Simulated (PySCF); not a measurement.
Species: C₂H₂F₂S.
Atom-mapped SMILES: `[F:1][CH:2]([F:3])[CH:4]=[S:5]` (hydrogens: H6 on C2; H7 on C4)

Method: PBE0-D3(BJ)/def2-SVP geometry optimisation, gas phase in PySCF 2.14.0.

Task: List the bond lengths, angles and torsions at this level.

Result: 
```
        bond  length (Å)   order
F1–C2, C2–F3       1.350  single
       C2–C4       1.506  single
       C4=S5       1.606  double
       C2–H6       1.103  single
       C4–H7       1.103  single
```

Bonds in one row agree within 0.01 Å and their mean is given. Orders are formal, as drawn. A selection of angles:
```
   angle  degrees
F1–C2–F3    107.9
F1–C2–C4    108.8
F1–C2–H6    109.5
C4–C2–H6    112.3
C2–C4–S5    124.2
C2–C4–H7    113.1
S5–C4–H7    122.8
```

Torsions: F1–C2–C4–S5 -122° (anticlinal).

Point group: Cs (tolerance 0.08 Å). PBE0-D3(BJ)/def2-SVP frequencies: not computed here. The numbers are those of one conformer.
